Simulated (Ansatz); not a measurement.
# C₂H₃ radical: how energies converge with the basis set

An exercise on one series of results from a longer session: the logs are not shown, and one member is left open.

The runs use Ansatz 0.2.0, Gaussian basis; one geometry, several basis sets.

The runs, in order: PBE0-D4/def2-SVP; ωB97M-V/def2-SVP; PBE0-D4/def2-QZVPP; ωB97M-V/def2-QZVPP; CCSD(T)/cc-pV(D+d)Z; CCSD(T)/cc-pV(T+d)Z; CCSD(T)/cc-pV(Q+d)Z; the functionals' def2-TZVPP values are taken from earlier runs.

## The geometry

All runs share one geometry, relaxed beforehand with PBE0-D4 in a triple-zeta def2 set.

SMILES `[CH]=C`, 5 atoms, charge 0, spin multiplicity 2.

Atoms are counted from 1 here; the program's logs count them from 0.

Bond lengths: C1–C2 1.301 Å, C1–H3 1.080 Å, C2–H4 1.093 Å, C2–H5 1.088 Å. Angles: C2–C1–H3 138.4°, C1–C2–H4 121.7°, C1–C2–H5 122.1°, H4–C2–H5 116.2°.

The first run:

Input file in.yaml:

```yaml
crystal:
  periodic: [false, false, false]
  atoms:
    - {symbol: C, position_ang: [0.491757, -0.421812, 0.568793]}
    - {symbol: C, position_ang: [-0.136144, 0.392506, -0.228876]}
    - {symbol: H, position_ang: [0.477086, -1.470418, 0.826784]}
    - {symbol: H, position_ang: [-0.936436, 0.047684, -0.887909]}
    - {symbol: H, position_ang: [0.103738, 1.452050, -0.278803]}
basis:
  gaussian: {orbitals: def2-SVP}
magnetization: {spin_polarized: true, initial_magnetization: 1}
hamiltonian: {xc: pbe0, dispersion: d4}
output: {orbitals: {seedname: orbitals}}
```

On the command line:

```console
$ ansatz run in.yaml --threads 2 --pin off --events-out ev --progress --plain --max-ram 32768MiB --backend cpu
```

Steps of the session up to this table: PBE0-D4 in def2-SVP; ωB97M-V in def2-SVP; PBE0-D4 in def2-QZVPP; ωB97M-V in def2-QZVPP.

One table of the session follows, with a row left open; its other results are not shown here.

It belongs to the step «Density functionals: the series». 

```
functional       basis  HOMO (eV)  LUMO (eV)
   PBE0-D4    def2-SVP          ?          ?
   PBE0-D4  def2-TZVPP      -6.93      -1.76
   PBE0-D4  def2-QZVPP      -6.94      -1.80
   ωB97M-V    def2-SVP      -8.85       0.48
   ωB97M-V  def2-TZVPP      -8.96       0.10
   ωB97M-V  def2-QZVPP      -8.98       0.01
```

**Question.** Estimate the row for PBE0-D4, def2-SVP.

As computed: HOMO (eV): -6.84; LUMO (eV): -1.53. In the column «HOMO (eV)» it is the highest.
